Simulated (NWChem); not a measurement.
All runs are NWChem calculations. System: nitrogen trifluoride (F3N), charge 0, spin multiplicity 1, at a geometry optimised with B3LYP/def2-SVP. Level: PBE0/cc-pVDZ.

The NWChem input:

```
start mol
memory heap 200 mb stack 900 mb global 1100 mb
geometry units angstroms nocenter noautoz
  F      0.616153    -0.118856     1.065783
  N     -0.003236     0.474531     0.000000
  F      0.616153    -0.118856    -1.065783
  F     -1.229789    -0.131368     0.000000
  symmetry group Cs
end
basis spherical
  * library cc-pvdz
end
dft
  xc pbe0
  semidirect memsize 60000000 filesize 0
  iterations 100
end
task dft energy
```

NWChem printed:

```
             Northwest Computational Chemistry Package (NWChem) 7.3.0
             --------------------------------------------------------

                                NWChem Input Module
                                -------------------

 Scaling coordinates for geometry "geometry" by  1.889725989
 (inverse scale =  0.529177249)

 Turning off AUTOSYM since
 SYMMETRY directive was detected!

                             Geometry "geometry" -> ""
                             -------------------------

 Output coordinates in angstroms (scale by  1.889725989 to convert to a.u.)

  No.       Tag          Charge          X              Y              Z
 ---- ---------------- ---------- -------------- -------------- --------------
    1 F                    9.0000     0.61615300    -0.11885600     1.06578300
    2 N                    7.0000    -0.00323600     0.47453100     0.00000000
    3 F                    9.0000     0.61615300    -0.11885600    -1.06578300
    4 F                    9.0000    -1.22978900    -0.13136800     0.00000000

 Effective nuclear repulsion energy (a.u.)     133.4330224052

            Nuclear Dipole moment (a.u.)
            ----------------------------
        X                 Y               Z
 ---------------- ---------------- ----------------
     0.0000018897    -0.0000056692     0.0000000000

      Symmetry information
      --------------------

 Group name             Cs
 Group number              2
 Group order               2
 No. of unique centers     3

      Symmetry unique atoms

     1    2    4


 Summary of "ao basis" -> "" (spherical)
 ------------------------------------------------------------------------------
       Tag                 Description            Shells   Functions and Types
 ---------------- ------------------------------  ------  ---------------------
 *                          cc-pvdz                   on all atoms

                                 NWChem DFT Module
                                 -----------------

 Summary of "ao basis" -> "ao basis" (spherical)
 ------------------------------------------------------------------------------
[...]
              MO Center= -2.2D-03,  3.3D-01,  5.1D-15, r^2= 1.5D+00
   Bfn.  Coefficient  Atom+Function         Bfn.  Coefficient  Atom+Function
  ----- ------------  ---------------      ----- ------------  ---------------
    17      0.458173  2 N  s                 19      0.428224  2 N  py
     5     -0.305475  1 F  py                33     -0.305475  3 F  py
    47     -0.305985  4 F  py                 8     -0.229681  1 F  py
    36     -0.229681  3 F  py                50     -0.230127  4 F  py
    22      0.206846  2 N  py                16      0.201936  2 N  s

 Vector   18  Occ=0.000000D+00  E= 4.058246D-02  Symmetry=a"
              MO Center=  1.1D-01,  3.3D-01, -6.7D-11, r^2= 1.2D+00
   Bfn.  Coefficient  Atom+Function         Bfn.  Coefficient  Atom+Function
  ----- ------------  ---------------      ----- ------------  ---------------
    23      0.700587  2 N  pz                20      0.671766  2 N  pz
     3     -0.338236  1 F  s                 31      0.338236  3 F  s
     7      0.206136  1 F  px                35     -0.206136  3 F  px
     8     -0.201425  1 F  py                36      0.201425  3 F  py
     5     -0.199471  1 F  py                33      0.199471  3 F  py

 Vector   19  Occ=0.000000D+00  E= 4.059275D-02  Symmetry=a'
              MO Center= -1.1D-01,  3.3D-01,  6.7D-11, r^2= 1.2D+00
   Bfn.  Coefficient  Atom+Function         Bfn.  Coefficient  Atom+Function
  ----- ------------  ---------------      ----- ------------  ---------------
    21      0.700598  2 N  px                18      0.671763  2 N  px
    45      0.390578  4 F  s                 49      0.309497  4 F  px
    46      0.278470  4 F  px                50      0.236295  4 F  py
    47      0.233706  4 F  py                 9      0.204783  1 F  pz
    37     -0.204783  3 F  pz                 3     -0.195307  1 F  s

 Vector   20  Occ=0.000000D+00  E= 4.337622D-02  Symmetry=a'
              MO Center= -2.3D-04,  2.7D-02, -4.9D-13, r^2= 1.3D+00
   Bfn.  Coefficient  Atom+Function         Bfn.  Coefficient  Atom+Function
  ----- ------------  ---------------      ----- ------------  ---------------
    17      0.764880  2 N  s                 19     -0.531700  2 N  py
    22     -0.524971  2 N  py                16      0.388470  2 N  s
    49     -0.354552  4 F  px                46     -0.325027  4 F  px
     3     -0.319705  1 F  s                 31     -0.319705  3 F  s
    45     -0.319768  4 F  s                  9      0.307359  1 F  pz

 center of mass
 --------------
 x =   0.00006668 y =  -0.00976929 z =   0.00000000

 moments of inertia (a.u.)
 ------------------
         168.469461229493          -0.946893313138           0.000000000000
          -0.946893313138         308.249117563761           0.000000000000
           0.000000000000           0.000000000000         168.462061485783

     Multipole analysis of the density
     ---------------------------------

     L   x y z        total         alpha         beta         nuclear
     -   - - -        -----         -----         ----         -------
     0   0 0 0     -0.000000    -17.000000    -17.000000     34.000000

     1   1 0 0     -0.000246     -0.000124     -0.000124      0.000002
     1   0 1 0      0.055146      0.027576      0.027576     -0.000006
     1   0 0 1     -0.000000     -0.000000     -0.000000      0.000000

     2   2 0 0    -14.834300    -43.922540    -43.922540     73.010780
     2   1 1 0     -0.001456     -0.223996     -0.223996      0.446535
     2   1 0 1     -0.000000     -0.000000     -0.000000      0.000000
     2   0 2 0    -14.625461    -10.858542    -10.858542      7.091624
     2   0 1 1     -0.000000     -0.000000     -0.000000      0.000000
     2   0 0 2    -14.833987    -43.924129    -43.924129     73.014271

 Task  times  cpu:        0.6s     wall:        0.6s

 Total times  cpu:        0.6s     wall:        0.6s
```
